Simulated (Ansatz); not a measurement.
This script for a search for lower mean-field states of CH₃B, SMILES B[CH] with the Python package of Ansatz (0.2.0) holds a mistake.

Input file `ch3b.xyz`:
```text
5

B    -0.51190   -0.00070    0.06360
C     0.97970   -0.47680    0.30930
H    -1.31420   -0.76290   -0.34920
H    -0.82220    1.11530    0.29490
H    -0.21190   -0.00070    0.06360
```

The script, `ch3b.py`:
```python
'''Does a wider search find a lower mean-field state of CH3B?'''

import ansatz as az
import numpy as np


def main() -> None:
    molecule = az.Crystal.molecule_from_extxyz('ch3b.xyz')
    symbols = [site.symbol for site in molecule.cartesian_sites]

    start = np.array([site.position_ang for site in molecule.cartesian_sites])
    for factor in [1.0, 1.25, 1.6]:
        xyz = (start - start.mean(axis=0)) * factor
        scaled = az.Crystal.molecule()
        for symbol, place in zip(symbols, xyz):
            scaled = scaled.atom(symbol, place.tolist())
        calc = scaled.calculation().basis(gaussian='def2-SVP').functional('B3LYP').spin('collinear', total=2)
        for search in ('off', 'standard'):
            try:
                rep = calc.scf(lower_state_search=search).run().report
            except az.AnsatzError as error:
                print(f'x{factor} search {search}: {type(error).__name__}')
                continue
            state = rep['mean_field']['state']
            print(f'all distances x{factor}, search {search:8s} E = {rep["free_energy_ev"]:.5f} eV  <S^2> = {abs(state["spin_squared"]):.3f}  other states met: {len(rep["mean_field"]["others"])}')


if __name__ == '__main__':
    main()
```

Running `python ch3b.py` prints:
```text
all distances x1.0, search off      E = -1668.37456 eV  <S^2> = 2.011  other states met: 0
all distances x1.0, search standard E = -1668.37456 eV  <S^2> = 2.011  other states met: 0
all distances x1.25, search off      E = -1695.92932 eV  <S^2> = 2.007  other states met: 0
all distances x1.25, search standard E = -1695.92932 eV  <S^2> = 2.007  other states met: 0
all distances x1.6, search off      E = -1717.04294 eV  <S^2> = 2.004  other states met: 0
all distances x1.6, search standard E = -1717.04294 eV  <S^2> = 2.004  other states met: 6
```

No error stopped it. What is wrong with the input all the same?

The fault: two atoms almost overlap. The change:

```diff
--- ch3b.xyz
+++ ch3b.xyz
@@ -7 +7 @@
-H    -0.21190   -0.00070    0.06360
+H     1.66860    0.12500   -0.31850
```

After the fix:

```console
$ python ch3b.py
all distances x1.0, search off      E = -1756.19594 eV  <S^2> = 2.007  other states met: 0
all distances x1.0, search standard E = -1756.19594 eV  <S^2> = 2.007  other states met: 0
all distances x1.25, search off      E = -1752.95191 eV  <S^2> = 2.008  other states met: 0
all distances x1.25, search standard E = -1752.95191 eV  <S^2> = 2.008  other states met: 0
all distances x1.6, search off      E = -1746.29458 eV  <S^2> = 2.035  other states met: 0
all distances x1.6, search standard E = -1746.29458 eV  <S^2> = 2.035  other states met: 6
```

Notes:
- Total energies depend on the basis set; only differences at equal settings carry meaning.
- The count of other states can hold repeated and symmetry-equivalent ends of the search; scaling all distances is a test, and for more than two atoms no physical path.
- The structure is a rough, unrelaxed start.
- The run takes the species as open-shell (spin multiplicity 3), which needn't be its ground state.
- b3lyp holds the VWN-RPA fit, as in Gaussian; the form of ORCA and Turbomole is b3lyp5.
- Finished in 5.5 s on 1 thread of Arm Neoverse V1, on a shared host, peak memory 0.17 GiB.
